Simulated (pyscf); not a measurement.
Single points on ωB97X-D3(BJ)/def2-SVP structures (PySCF, gas phase). MP2 and CC: frozen core, UHF for open shells. ΔMP2 is the change of the MP2 total energy from the triple- to the quadruple-zeta basis.

**Question.** For GaH₃ (SMILES [GaH3]) + CH₃• (SMILES [CH3]) -> GaH₂• (SMILES [GaH2]) + CH₄ (SMILES C), a hydrogen abstraction (doublet surface; Ga–H broken, C–H formed), PBE/def2-TZVP gives ΔE‡ = -0.3 kcal/mol and ΔE = -29.6 kcal/mol (zero: the separated reactants). In which direction and how far do B3LYP-D3(BJ)/def2-TZVP, M06-2X/def2-TZVP, CCSD(T)/def2-TZVPP + ΔMP2(QZVPP) move these?

**Answer.** B3LYP-D3(BJ): ΔE‡ = 2.4 kcal/mol, ΔE = -27.7 kcal/mol; M06-2X: ΔE‡ = 4.4 kcal/mol, ΔE = -30.9 kcal/mol; CCSD(T): ΔE‡ = 6.1 kcal/mol, ΔE = -25.6 kcal/mol. PBE's barrier lies under all of them, by 2.6 to 6.3 kcal/mol. Its reaction energy lies among theirs. At PBE this geometry lies under the reactants; that is no barrier but a single point on another level's saddle; such a level's own saddle, if it has one, lies nearer that side and is low. This is the saddle that the search found; another between the same sides may lie lower. The angle at the transferred H is 180°. The CCSD(T) − MP2 part came from Ansatz, without density fitting, on the same reference. The frozen core leaves the outer d or s,p core shells of the metals and heavy elements correlated in the MP2 and CC values, and def2-TZVPP describes them poorly, which can shift differences by a few kcal/mol. Elements up to Kr have no core potential and no relativistic terms here.
